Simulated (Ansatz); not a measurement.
Input file for CH5FSi, SMILES `C[SiH2]F`:

```yaml
crystal:
  periodic: [false, false, false]
  atoms:
    - {symbol: C, position_ang: [-0.521368, 0.700322, -0.437023]}
    - {symbol: Si, position_ang: [0.448405, -0.641987, 0.395191]}
    - {symbol: F, position_ang: [1.946493, -0.649558, -0.178754]}
    - {symbol: H, position_ang: [-0.562374, 0.542531, -1.517142]}
    - {symbol: H, position_ang: [-1.546705, 0.713199, -0.056522]}
    - {symbol: H, position_ang: [-0.077171, 1.680254, -0.248375]}
    - {symbol: H, position_ang: [0.538719, -0.420776, 1.860681]}
    - {symbol: H, position_ang: [-0.133701, -1.981185, 0.126044]}
basis:
  gaussian: {orbitals: def2-TZVPP}
correlation: {method: ccsd_t}
output: {orbitals: {seedname: orbitals}}
```

```sh
$ ansatz run in.yaml --threads 2 --pin off --events-out ev --progress --plain
```

Output of Ansatz, abridged:

```
Functional definition: HF
1008 factors; integrals over basis functions are off by at most 1.2e-3 eV
mean field evaluation 1: about -11679.1823 eV, gradient 3.4e1 eV
mean field evaluation 2: about -11679.3078 eV, gradient 3.4e1 eV
mean field evaluation 4: about -11681.7812 eV, gradient 3.1e0 eV
mean field evaluation 8: about -11681.8194 eV, gradient 1.7e-1 eV
mean field -11681.81955700 eV, -429.2989504981 hartree, gradient 4.0e-6 eV, S^2 0.000000; 0 other end points of the search recorded, 0 dependent functions left out
7 core orbitals not correlated: weight in the atoms' cores, before any rotation towards them, 1.000 or more for the frozen orbitals, at most 0.000 for the correlated occupied ones
reference -11681.81955700 eV, -429.2989504981 hartree; 10, 10 occupied and 157, 157 virtual orbitals, 1008 factors
second order -15.16514584 eV of doubles, -0.00000000 eV of singles
cycle   1  -15.60751124 eV  change   -4.4e-1 eV  update   7.9e-2
cycle   2  -15.95568385 eV  change   -3.5e-1 eV  update   2.3e-2
cycle   3  -16.03475631 eV  change   -7.9e-2 eV  update   1.1e-2
cycle   4  -16.02870304 eV  change    6.1e-3 eV  update   2.1e-3
cycle   5  -16.02810839 eV  change    5.9e-4 eV  update   7.7e-4
cycle   6  -16.02833243 eV  change   -2.2e-4 eV  update   2.0e-4
cycle   7  -16.02825936 eV  change    7.3e-5 eV  update   6.6e-5
cycle   8  -16.02823590 eV  change    2.3e-5 eV  update   1.7e-5
perturbative correction -0.48557379 eV, -0.0178445077 hartree
Total energy: -11698.33336669 eV, -429.9058218107 hartree
```

Run time 26 s (2 threads of a server CPU on a shared host); peak host memory 1.5 GiB.

The correlation energy is -16.514 eV, 2.9 % of it from (T); the T1 diagnostic reads 0.0103.
